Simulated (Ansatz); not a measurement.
Two shapes of singlet SiO₂.

Shape 1:

```xyz
3

O     0.0000    0.0000   -1.6610
Si    0.0000    0.0000    0.0000
O     0.0000    0.0000    1.6610
```

Shape 2:

```xyz
3

O     0.0000    0.0000   -1.4345
Si    0.0000    0.0000    0.0000
O     0.0000    0.0000    1.4345
```

Basis set: def2-SVP (spherical functions). Frozen core: 7 orbitals. Charge 0, multiplicity 1.

Computed with Ansatz (development build ahead of 0.2.0); each method stands on the lowest determinant of its kind that the runs found.

Q: Which shape is lower in energy, and by how much in each method?

A:

```tsv
method	E(2) − E(1) (eV)
RHF	-1.382
UHF	-1.382
RHF-MP2	-0.103
UHF-MP2	-0.103
RHF-CCSD(T)	-0.156
```

Shape 2 is lower.
